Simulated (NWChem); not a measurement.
System: H, doublet

Computed with NWChem. Spin-unrestricted. No stability test was run on the SCF state.

### Question
Predict the results for MPW1K/def2-SVP. Quantities: highest occupied level (eV); lowest empty minus highest occupied level, either spin (eV); <S²>.

### Answer
```
Item                                                         Result
-----------------------------------------------------------  ------
highest occupied level (eV)                                  -10.25
lowest empty minus highest occupied level, either spin (eV)    9.92
<S²>                                                          0.750
```
